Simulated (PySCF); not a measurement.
**State search for MgSi⁺**

Unrestricted PBE0; basis Mg cc-pVDZ, Si cc-pV(D+d)Z; no relativity; PySCF 2.14. Outer shells of the fragments: Mg+ 3s1; Si 3s2 3p2.

Followed along the bond (rough minima from three points):

```json
{"2Ms+1": "2", "unpaired": "π ↑", "⟨S²⟩ at the start": "0.77", "R at minimum (Å)": "2.72", "Te (eV)": "0.00"}
{"2Ms+1": "2", "unpaired": "σ ↓, π ↑↑", "⟨S²⟩ at the start": "1.77", "R at minimum (Å)": "2.55", "Te (eV)": "1.42"}
{"2Ms+1": "2", "unpaired": "σ ↑, π ↑↓", "⟨S²⟩ at the start": "1.77", "R at minimum (Å)": "2.49", "Te (eV)": "1.42"}
{"2Ms+1": "4", "unpaired": "σ ↑, π ↑↑", "⟨S²⟩ at the start": "3.75", "R at minimum (Å)": "none in the scan", "Te (eV)": "≤ 0.89"}
{"2Ms+1": "2", "unpaired": "σ ↑", "⟨S²⟩ at the start": "0.75", "R at minimum (Å)": "none in the scan", "Te (eV)": "≤ 1.14"}
```

Solutions found at the starting distance of 2.570 Å, counted from the lowest of them; the search is not exhaustive and high or unbound solutions are not listed, so other states can lie among these:

| 2Ms+1 | unpaired | term | E (eV) | ⟨S²⟩ | ⟨Lz²⟩ | μ (D) |
| --- | --- | --- | --- | --- | --- | --- |
| 2 | π ↑ | ²Π | 0.00 | 0.77 | 1.01 | -4.39 |
| 4 | σ ↑, π ↑↑ | ⁴Σ⁻ | 0.87 | 3.75 | 0.00 | -6.11 |
| 2 | σ ↓, π ↑↑ | mixed | 1.38 | 1.77 | 0.00 | -5.82 |
| 2 | σ ↑, π ↑↓ | mixed | 1.39 | 1.77 | 2.02 | -5.91 |
| 2 | σ ↑ | ²Σ⁺ | 1.47 | 0.75 | 0.00 | 0.54 |
| 4 | σ ↑↑, π ↑ | ⁴Π | 1.56 | 3.75 | 1.01 | -0.45 |
| 2 | σ ↑ | mixed | 2.26 | 0.77 | 2.00 | -5.68 |
| 4 | σ ↑, π ↑↑ | mixed | 4.09 | 3.76 | 2.01 | -1.22 |
| 2 | π ↑ | ²Π | 4.53 | 0.83 | 1.01 | -7.08 |

A term symbol is given only where ⟨S²⟩ and ⟨Lz²⟩ are close to those of a pure state; real π, δ and φ orbitals otherwise mix terms. A positive dipole points towards Si; it is taken about the centre of mass and depends on that origin.

Counting both spins, an empty level lies below a filled one in some of these solutions, because spin and occupation are held.
